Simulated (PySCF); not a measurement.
Nuclear quadrupole coupling in `[O+]#CC(F)F`

C₂HF₂O (charge +1).
Atom-mapped SMILES: `[O+:1]#[C:2][CH:3]([F:4])[F:5]` (hydrogens: H6 on C3)

Cartesian coordinates in Å at the PBE0-D3(BJ)/def2-SVP level; atoms count from 1:
```
atom  x, y, z in Å
O1     2.1275   -0.3125    0.1519
C2     1.0328   -0.1495    0.0731
C3    -0.5517    0.0730   -0.0032
F4    -0.7040    1.3042   -0.3950
F5    -0.9732   -0.8005   -0.8701
H6    -0.9277   -0.1118    1.0224
```

Field gradients from the PBE0/pcSseg-1 density (PySCF, non-relativistic), principal values in atomic units, ordered |Vxx| ≤ |Vyy| ≤ |Vzz|:

```csv
atom,Vxx,Vyy,Vzz
O1,0.3337,0.3376,-0.6712
```

Question: Find the asymmetry η = (Vxx − Vyy)/Vzz and the couplings χ = eQV/h (234.96 MHz × Q in barn × V in au), with Q(17O) = −0.0256 b.

Answer: 
| atom | environment | nucleus | η | χzz (MHz) | χxx (MHz) | χyy (MHz) |
| --- | --- | --- | --- | --- | --- | --- |
| O1 | oxygen bonded to C | 17O | 0.01 | 4.038 | -2.007 | -2.031 |

The gradient is axial or nearly so (η below 0.05) at O1. 

Question: What is Vzz at O1 in SI units (1 au = 9.71736 × 10²¹ V/m²)?

Answer: -0.6712 au = -6.523 × 10²¹ V/m².

Question: And the gradient at the other heavy atoms, for which no coupling is worked out here?

Answer: 
| atom | environment | Vzz (au) | η |
| --- | --- | --- | --- |
| C2 | triply bonded carbon | -0.709 | 0.00 |
| C3 | CHF2 carbon | -0.519 | 0.47 |
| F4 | fluorine of a CF2 group | 3.095 | 0.17 |
| F5 | fluorine of a CF2 group | 3.093 | 0.17 |

Question: What couplings would deuterons (Q(2H) = 0.00286 b) have in place of the hydrogens, at this geometry?

Answer: 
```tsv
atom	bonded to	bond length (Å)	Vzz (au)	η	χzz (kHz)
H6	C3	1.108	0.2354	0.04	158
```

Geometry: PBE0-D3(BJ)/def2-SVP; no solvent, vibrations or thermal averaging. The basis is small and wasn't made for field gradients, so the couplings can be 20 % off.
